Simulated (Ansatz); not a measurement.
System: CH$_{3}$S, charge -1, singlet. CH3S- (SMILES [CH2-]S).
B3LYP-D3(BJ)/def2-TZVP minimum from Ansatz (a first-principles code):
```xyz
5

C     -0.1067     1.1770     0.0047
S     -0.0797    -0.5749    -0.0052
H      1.2370    -1.0853     0.0214
H      0.3191     1.6057     0.9182
H      0.3597     1.6165    -0.8836
```
Charge -1, spin multiplicity 1.

Total energies in aug-cc-pV(D+d)Z, 14 correlated electrons, 6 frozen orbitals. Radicals and triplets start from unrestricted determinants; spin-orbit coupling is neglected. Cores are frozen in correlated methods. No relativity.

| method | program | energy (Eh) | minus CCSDT(Q) (mEh) |
|---|---|---|---|
| HF | Ansatz | -437.08028 | 364.72 |
| MP2 | Ansatz | -437.39961 | 45.39 |
| CCSD | Ansatz | -437.42919 | 15.81 |
| CCSD(T) | Ansatz | -437.44315 | 1.85 |
| CCSDT(Q) | Ansatz | -437.44500 | 0.00 |

Rough core times of Ansatz's runs on a shared machine: CCSD(T) under 20 s, CCSDT(Q) 2 min.
